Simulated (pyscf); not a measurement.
**Group migration: H₂C=C(F)–F → F–C:–CH₂–F [singlet]**

Gas phase, singlet surface, charge 0. Bonds broken: C2–F3. Bonds formed: C1–F3. Single points on ωB97X-D3(BJ)/def2-SVP structures (PySCF, gas phase). MP2 and CC: frozen core, UHF for open shells. ΔMP2 is the change of the MP2 total energy from the triple- to the quadruple-zeta basis.

Transition state (Å):

```xyz
6

C      0.0017    -0.1553    -0.2931
C      0.6535     1.1591    -0.5141
F     -0.6125     1.4577     0.2622
F      0.5102     1.7305    -1.7024
H     -1.0426    -0.3638    -0.5671
H      0.5125    -0.8906     0.3412
```

One imaginary mode, 856i cm⁻¹; descent along it reached the two sides named.

```tsv
bond	change	reactant side (Å)	saddle	product side
C2–F3	breaks	1.317	1.515	2.440
C1–F3	forms	2.344	1.813	1.368
```

Electronic energies relative to the reactant's lowest minimum found (kcal/mol):

```
level                             barrier  reaction energy  reverse barrier
--------------------------------  -------  ---------------  ---------------
ωB97X-D3(BJ)/def2-TZVP              112.9            +60.7             52.2
PBE/def2-TZVP                       103.2            +64.4             38.7
r²SCAN/def2-TZVP                    108.7            +65.1             43.6
B3LYP-D3(BJ)/def2-TZVP              109.6            +62.4             47.2
PBE0-D3(BJ)/def2-TZVP               112.9            +64.4             48.4
M06-2X/def2-TZVP                    117.1            +63.2             53.9
ωB97M-D3(BJ)/def2-TZVP              111.9            +60.9             51.1
HF/def2-TZVP                        122.0            +55.3             66.7
MP2/def2-QZVPP                      120.9            +66.7             54.2
CCSD/def2-TZVPP                     115.6            +61.2             54.4
CCSD(T)/def2-TZVPP                  110.1            +62.1             48.1
CCSD(T)/def2-TZVPP + ΔMP2(QZVPP)    109.6            +62.0             47.6
```

With CCSD(T)/def2-TZVPP + ΔMP2(QZVPP) energies and thermal terms (ideal gas, 1 atm, RRHO with modes under 100 cm⁻¹ raised to 100, one conformer, R ln 2 for chiral ones without a mode under 150 cm⁻¹), in kcal/mol:

| T (K) | ΔH‡ | ΔG‡ | ΔH | ΔG |
|---|---|---|---|---|
| 298 | 107.2 | 106.3 | +61.1 | +60.0 |
| 600 | 107.0 | 105.5 | +61.2 | +58.9 |
| 900 | 106.7 | 104.8 | +61.2 | +57.8 |
| 1200 | 106.3 | 104.2 | +61.3 | +56.6 |

The same reactants have a lower exit, to HC≡C–F + HF (barrier +89.1 kcal/mol at ωB97M-D3(BJ), against +111.9 kcal/mol here). This is the saddle that the search found; another between the same sides may lie lower. One closed-shell reference is unstable to symmetry breaking; treat the single-reference values with care. The CCSD(T) − MP2 part came from Ansatz, without density fitting, on the same reference. The largest closed-shell T1 diagnostic is 0.060, which may signal static correlation.
